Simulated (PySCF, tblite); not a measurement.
**Br₂F−, a complex of two parts as drawn: NMR shifts, interaction energy, infrared bands, spin-spin couplings and core binding energies**

An exercise on one series of results from a longer session: the logs are not shown, and one member is left open.

Programs: tblite 0.8.0 and PySCF 2.14.0. All values are calculated, for the isolated system unless a continuum is named. Atoms count from 0, parts from 1.

## The system as given

3 atoms, charge -1, multiplicity 1; geometry: rigid parts in contact. Parts: 1 = atoms 0–1, `FBr`, charge 0; 2 = atom 2, `[Br-]`, charge -1.

The first run:

Job settings and geometry (Å):

```
{"job": {"kind": "dock", "xc": "GFN2-xTB", "basis": "xTB"}, "charge": -1, "multiplicity": 1, "parts": [{"atoms": "0-1", "charge": 0, "multiplicity": 1}, {"atoms": "2-2", "charge": -1, "multiplicity": 1}]}
Br     0.899750    -0.008983    -0.001286
F     -0.899750     0.008983     0.001286
Br     3.867662    -0.172817     0.558588
```

Method: GFN2-xTB search for minima from random contacts, gas phase.

Run with:

```sh
> OMP_NUM_THREADS=1 python cluster_run.py task.json out
```

This one command runs all jobs of the session in turn.

Steps of the session up to this table: Docking the parts with GFN2-xTB; Geometry optimisation at PBE0-D3(BJ)/def2-TZVPD; NMR shieldings: PBE0/aug-pcSseg-2; Coupled-cluster interaction energy: CCSD(T) and MP2.

One table of the session follows, with a row left open; its other results are not shown here.

It belongs to the step «Coupled-cluster interaction energy: CCSD(T) and MP2». 

```
                 method  interaction energy (kcal/mol)
         HF/aug-cc-pVDZ                         -32.89
        MP2/aug-cc-pVDZ                         -38.83
       CCSD/aug-cc-pVDZ                         -34.24
    CCSD(T)/aug-cc-pVDZ                         -35.26
         HF/aug-cc-pVQZ                         -34.16
        MP2/aug-cc-pVQZ                         -45.57
    SCS-MP2/aug-cc-pVQZ                         -41.42
      MP2, extrapolated                              ?
CCSD(T), limit estimate                         -43.16
```

**Question.** Estimate the row for MP2, extrapolated.

The run gave: interaction energy (kcal/mol): -46.73. In the column «interaction energy (kcal/mol)» it is the lowest.

At this geometry Br0 and Br2 of different parts are bonded (2.56 Å), so this energy is that of a chemical bond rather than of a weak contact.

Limits of these values: The interaction energy leaves out the deformation of the parts, 9.68 kcal/mol at MP2. So large a deformation means that a part is far from its own minimum, so a sum across the two methods would be rough.
